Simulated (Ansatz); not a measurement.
Results of PBE (plane waves, PAW; Ansatz, an electronic-structure program) for hcp Hf.

Input:

Ansatz 0.2 input:
```yaml
crystal:
  lattice:
    - [1.6129319621, -2.7936801075, 0.0]
    - [1.6129319621, 2.7936801075, 0.0]
    - [0.0, 0.0, 5.1011068523]
  atoms:
    - { symbol: Hf, position: [0.3333333333, 0.6666666667, 0.25] }
    - { symbol: Hf, position: [0.6666666667, 0.3333333333, 0.75] }
basis:
  ecutwfc: 520
  ecutrho_ratio: 4
  xc_grid: 2
kpoints:
  mp_grid: { grid: [18, 18, 12] }
hamiltonian:
  xc: pbe
  dispersion: none
  pseudopotentials: { kind: paw }
scf:
  occupations: { method: fermi_dirac, width: 0.05 }
output:
  forces: true
  stress: true
  eigenvalues: true
relax:
  f_tol: 0.004
  escape_saddle: false
  max_steps: 80
  cell: { stress_tol: 0.02, fix: [volume] }
```

Excerpt of the program's output:

```
Relaxation: its limit of steps is 80 (relax.max_steps)
Crystal: 2 atoms, lattice volume = 45.971 Å³
Basis set: ecut = 520 eV, 1225 PW (Γ), exchange–correlation on 48×48×80 points (8 copies of the dense FFT grid, shifted against one another)
Bands: 32, of which v1, the nominal top of the filled ones, is band 26 counted from 1 (25 counted from 0)
Symmetry: 24 space group operations
Space group: P63/mmc (ITA 194), of the structure as read, at distance tolerance 3.6e-5 Å
k-points: 259 of 3888
Functional: x = pbe(κ = 0.804, μ = 0.2195149727645171), c = pbe(β = 0.06672455060314922)
SCF iter   1: F=—  HF=-31442.726732 eV  |F-HF|=—  |Δ(HF+E_count)|=         —  Δρ=3.16e-3  dr2=2.52e-3
SCF iter   2: F=—  HF=-31442.727066 eV  |F-HF|=—  |Δ(HF+E_count)|=   3.33e-4  Δρ=2.02e-3  dr2=1.11e-3
  ...
SCF 1 converged in 7 iterations: F = -31442.727218 eV  dr2 = 2.28e-8
Crystal: 2 atoms, lattice volume = 45.971 Å³
Basis set: ecut = 520 eV, 1231 PW (Γ), exchange–correlation on 48×48×80 points (8 copies of the dense FFT grid, shifted against one another)
Initial density: handed on by an earlier stage of this run
SCF 2 converged in 4 iterations: F = -31442.727225 eV  dr2 = 1.89e-9
Crystal: 2 atoms, lattice volume = 45.971 Å³
SCF 3 converged in 3 iterations: F = -31442.727226 eV  dr2 = 5.66e-11
Crystal: 2 atoms, lattice volume = 45.971 Å³
SCF iter   3: F=—  HF=-31442.727226 eV  |F-HF|=—  |Δ(HF+E_count)|=  1.09e-11  Δρ=1.53e-7  dr2=1.01e-11
SCF iter   4: F=-31442.727226 eV  HF=-31442.727226 eV  |F-HF|=1.46e-11  |Δ(HF+E_count)|=    0.00e0  Δρ=4.98e-8  dr2=1.11e-12
SCF 4 converged in 4 iterations: F = -31442.727226 eV  dr2 = 1.11e-12
SCF converged after 4 iterations
Free energy (F): -31442.727226 eV
Internal energy: -31442.714794 eV  (E = F + TS)
E sigma→0 (E₀):  -31442.721010 eV
Fermi energy:    19.324875 eV
--- Forces (eV/Å), atoms counted from 1 ---
  atom   1  Hf     0.00000000     0.00000000     0.00000000
  atom   2  Hf    -0.00000000     0.00000000    -0.00000000
--- Stress (GPa, compression-positive) ---
       -2.050241      -0.000000      -0.000000
       -0.000000      -2.050241      -0.000000
       -0.000000      -0.000000      -2.050315
  P = ⅓ Tr σ = -2.0503 GPa (-20.503 kbar)
```

The cell is one volume of an energy–volume scan, off the minimum.

It cost roughly 80 core-seconds of CPU time.
